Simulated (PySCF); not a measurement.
Breaking a bond: S2, triplet.

Method: PySCF 2.14.0 with CCSD(T) on UHF/cc-pVDZ, 10 core orbitals frozen.

Task: Relative to R = 1.94 Å, what are the energies at R = 1.53, 1.78, 1.84, 2.00 Å?

Result: 117.6 kcal/mol at 1.53 Å, 11.0 kcal/mol at 1.78 Å, 3.8 kcal/mol at 1.84 Å, 1.3 kcal/mol at 2.00 Å.

The scan ran from 1.53 to 7.49 Å; beyond the distances shown one of the unrestricted levels run for this scan, shown here or not, changes its spin distribution in one step.
